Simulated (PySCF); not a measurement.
Vibration and rotation of CO

RHF-CCSD(T) constants of CO, ¹Σ⁺ (singlet), closed shell (basis C jorge-DZP-DKH, O jorge-DZP-DKH; spin-free X2C with a Gaussian nucleus; PySCF 2.14; masses 12.0000 and 15.9949 u):

| Property | Result |
| --- | --- |
| ωe | 2138.9 cm⁻¹ |
| ωexe | 13.0 cm⁻¹ |
| Be | 1.8627 cm⁻¹ |
| αe | 0.0166 cm⁻¹ |
| D (centrifugal) | 5.65e-06 cm⁻¹ |
| De to C + O | 10.36 eV |

Q: Give the band origin of the fundamental and the first lines of its P and R branches.

A: ν0 = ωe − 2ωexe = 2112.9 cm⁻¹, B0 = 1.8544, B1 = 1.8378 cm⁻¹.

```tsv
J″	P(J″) − ν0	R(J″) − ν0
0		3.676
1	-3.709	7.318
2	-7.451	10.927
3	-11.225	14.502
4	-15.033	18.043
5	-18.873	21.551
6	-22.746	25.024
```

Q: Near which J would the R branch turn back, without centrifugal distortion?

A: At J ≈ (B0 + B1)/(2(B0 − B1)) − 1 ≈ 110.

Correlated steps freeze 2 core orbitals. Correlated levels converge slowly with the basis: in double zeta they bind strong bonds too weakly, by up to about 1 eV, and carry superposition errors of some tenths. Where the molecule has an RHF reference, its open-shell atoms are computed with UHF. The CCSD T1 diagnostic is raised, a sign that a single reference may not be enough here.
